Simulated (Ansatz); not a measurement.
```yaml
crystal:
  periodic: [false, false, false]
  atoms:
    - {symbol: Si, position_ang: [-1.105506, 0.212091, -0.002715]}
    - {symbol: P, position_ang: [0.961490, -0.229419, 0.002524]}
    - {symbol: H, position_ang: [1.257732, 1.140246, -0.001903]}
basis:
  gaussian: {orbitals: def2-TZVP}
hamiltonian: {xc: pbe0}
relax: {f_tol: 0.004, max_steps: 80}
```

```sh
$ ansatz run in.yaml --threads 1 --pin off --events-out ev --progress --plain --max-ram 2176MiB
```

Steps of the relaxation (energy above the last step; positions in Å, forces in eV/Å):

```
3
step 1, 220.8 meV
Si   -1.106    0.212   -0.003    1.032   -0.068    0.002
P     0.961   -0.229    0.003   -0.951   -0.620    0.001
H     1.258    1.140   -0.002   -0.081    0.688   -0.003
```

```
3
step 2, 138.4 meV
Si   -1.023    0.256   -0.003    0.201    0.128    0.000
P     0.974   -0.272    0.003    0.007   -0.486    0.002
H     1.163    1.139   -0.002   -0.208    0.359   -0.002
```

```
3
step 3, 25.0 meV
Si   -0.889    0.355   -0.003    0.195    0.120    0.000
P     1.035   -0.356    0.003    0.046    0.060    0.000
H     0.968    1.125   -0.002   -0.241   -0.179    0.000
```

```
3
step 6, 0.5 meV
Si   -0.826    0.399   -0.003   -0.133    0.055    0.000
P     1.060   -0.377    0.003    0.136   -0.084    0.001
H     0.880    1.101   -0.002   -0.003    0.029    0.000
```

```
3
step 8, 0.0 meV
Si   -0.829    0.400   -0.003    0.000    0.000    0.000
P     1.062   -0.379    0.003    0.000    0.000    0.000
H     0.880    1.102   -0.002    0.000    0.000    0.000
```

Close pairs at the end: P2–H3 1.492 Å, Si1–H3 1.847 Å, Si1–P2 2.045 Å.

A stationary point of restricted PBE0 after 8 steps (its stability towards spin polarisation wasn't tested); no frequencies were run, so it isn't proven a minimum. 11 s on 1 thread of Intel Xeon Platinum 8375C, shared host.
